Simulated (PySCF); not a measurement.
Gas-phase reaction: 5 SiH2Cl = i-Si4H10 + SiCl2 + 3 Cl, at 1000 K and a standard pressure of 1 bar. Level: LDA/def2-TZVP†.

Method: PySCF energies plus ideal-gas RRHO corrections (1 bar). † marks an energy on the PBE0/def2-TZVP geometry and frequencies. Open shells (unrestricted): SiH2Cl (multiplicity 2), Cl (multiplicity 2, electronic degeneracy 6); the rest are closed-shell singlets. Spin-orbit splitting is ignored; it lowers the true energy and changes the entropy of Cl. SiH2Cl: computed as isolated molecules; such fragments, hydroxides, amides, oligomers or adducts are transient or little studied in the gas. The harmonic model lacks anharmonicity and excited electronic states, which grow with temperature; levels with a mode under 35 cm⁻¹ are left out. Internal rotation in i-Si4H10 is treated as a harmonic vibration of one conformer, which makes the entropy rough.

| species | E (Ha) | H(1000 K) − E (kJ/mol) | S°(1000 K) (J/mol/K) |
|---|---|---|---|
| SiH2Cl | -748.24568 | 98.2 | 334.6 |
| i-Si4H10 | -1159.28326 | 408.3 | 671.1 |
| SiCl2 | -1205.89195 | 59.0 | 348.7 |
| Cl | -458.64991 | 20.8 | 193.4 |
E: electronic energy; H − E holds the zero-point and thermal terms. 1 Ha = 2625.5 kJ/mol.

### Question
Work out ΔH°, ΔS°, ΔG° and log10 K from these numbers.

### Answer
1. ΔE = 1×(-1159.28326) + 1×(-1205.89195) + 3×(-458.64991) − 5×(-748.24568) = 0.10346 Ha = 271.6 kJ.
2. Δ(H − E) = 1×(408.3) + 1×(59.0) + 3×(20.8) − 5×(98.2) = 38.7 kJ, so ΔH° = 310.3 kJ.
3. ΔS° = 1×(671.1) + 1×(348.7) + 3×(193.4) − 5×(334.6) = -73.0 J/K; the number of gas molecules stays the same.
4. ΔG° = ΔH° − TΔS° = 310.3 − 1000×(-73.0)/1000 = 383.3 kJ.
5. log10 K = −ΔG°/(RT ln 10) = -20.03, with RT ln 10 = 19.14 kJ/mol; at standard pressures the reactants are favoured.
6. A shift of 10 kJ in ΔE would move log10 K by 0.52 here.
For scale, ΔH°(298 K) is 286 kJ at this level, 201 kJ at ωB97M-V/def2-TZVP†, and runs from 129 to 287 kJ over the 17 levels computed.
